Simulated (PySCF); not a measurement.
One of the candidates below gave these computed data.

All candidates are C7H5N.

| technique | computed result |
| --- | --- |
| Dipole | 4.60 D [PBE0/pcSseg-1] |
| 1H NMR | chemical shifts (computed TMS as zero) by class: 8.00 (2 H), 7.84 (1 H), 7.78 (2 H) ppm [GIAO PBE0/pcSseg-1] |
| Rotational structure | rotational constants A, B, C: 5.726, 1.576, 1.236 GHz [GFN2-xTB] |
| NMR, other nuclei | isotropic shieldings of nuclei other than C and H, by class: -49 (1 N) ppm [GIAO PBE0/pcSseg-1] |
| 13C NMR | chemical shifts (computed TMS as zero) by class: 140.0 (2 C), 137.7 (1 C), 134.5 (2 C), 124.5 (1 C), 117.8 (1 C) ppm [GIAO PBE0/pcSseg-1] |

Gas-phase values; electronic properties from PySCF, density fitting. Levels stand in brackets. Geometry: GFN2-xTB; no solvent, vibrations or thermal averaging. NMR classes are plain means over equivalent atoms (diastereotopic ones count apart unless rotation or inversion swaps them), as if these changed places fast.

Problem. Which candidate is it?
A. `C#CC(C#C)=NC=C`
B. `C#C/C=C(/C#N)C=C`
C. `C#Cc1ccccn1`
D. `C#Cc1cccnc1`
E. `N#Cc1ccccc1`

Solution. E. It is `N#Cc1ccccc1`. Numbering: `[N:1]#[C:2][c:3]1[cH:4][cH:5][cH:6][cH:7][cH:8]1`. Its formula, C7H5N, gives 6 degrees of unsaturation: 1 ring and 5 π bonds in the structure found (Kekulé form). 7 carbons fall into 5 classes; from least to most shielded: aromatic CH carbon [C4/C8] (140.0 ppm, 2 C), aromatic CH carbon [C6] (137.7 ppm), aromatic CH carbon [C5/C7] (134.5 ppm, 2 C), nitrile carbon [C2] (124.5 ppm), substituted aromatic carbon [C3] (117.8 ppm). Hydrogen classes from least to most shielded: 2 H on the ortho carbons, C4/C8 (8.00 ppm), 1 H on the para carbon, C6 (7.84 ppm), 2 H on the meta carbons, C5/C7 (7.78 ppm). The other shieldings belong to: -49 ppm, nitrile nitrogen [N1]. The optimised geometry has point group C2v and is an asymmetric top.

The others, at the same levels:
- `C#Cc1ccccn1` fails: it has 7 carbon classes against 5; its computed 13C shifts are 155.5 (1 C), 147.6 (1 C), 141.5 (1 C), 134.9 (1 C), 127.6 (1 C), 88.5 (1 C), 86.7 (1 C) ppm and 1H shifts are 8.97 (1 H), 7.91 (1 H), 7.73 (1 H), 7.33 (1 H), 2.79 (1 H) ppm.
- `C#Cc1cccnc1` fails: it has 7 carbon classes against 5; its computed 13C shifts are 160.6 (1 C), 154.8 (1 C), 146.8 (1 C), 127.6 (1 C), 122.9 (1 C), 91.3 (1 C), 86.4 (1 C) ppm and 1H shifts are 9.15 (1 H), 8.92 (1 H), 8.09 (1 H), 7.41 (1 H), 2.99 (1 H) ppm.
- `C#C/C=C(/C#N)C=C` fails: it has 7 carbon classes against 5; its computed 13C shifts are 138.6 (1 C), 133.9 (1 C), 132.4 (1 C), 129.3 (1 C), 121.9 (1 C), 108.6 (1 C), 83.5 (1 C) ppm, 1H shifts are 7.30 (1 H), 6.38 (1 H), 6.31 (1 H), 6.07 (1 H), 3.90 (1 H) ppm and rotational constant A is 3.699 GHz (against 5.726 GHz).
- `C#CC(C#C)=NC=C` fails: it has 7 carbon classes against 5; its computed 13C shifts are 150.1 (1 C), 133.2 (1 C), 131.9 (1 C), 95.2 (1 C), 89.6 (1 C), 88.0 (1 C), 79.8 (1 C) ppm, 1H shifts are 7.95 (1 H), 6.29 (1 H), 5.81 (1 H), 3.15 (1 H), 2.86 (1 H) ppm and rotational constant A is 3.072 GHz (against 5.726 GHz).

Each candidate is one conformer, not necessarily the lowest. The conformers computed, where there is a choice (atom-mapped SMILES and torsion angles):
- `[CH:1]#[C:2]/[CH:3]=[C:4](/[C:5]#[N:6])[CH:7]=[CH2:8]`: C3–C4–C7–C8 180°
- `[CH:1]#[C:2][C:3]([C:4]#[CH:5])=[N:6][CH:7]=[CH2:8]`: C3–N6–C7–C8 -179°
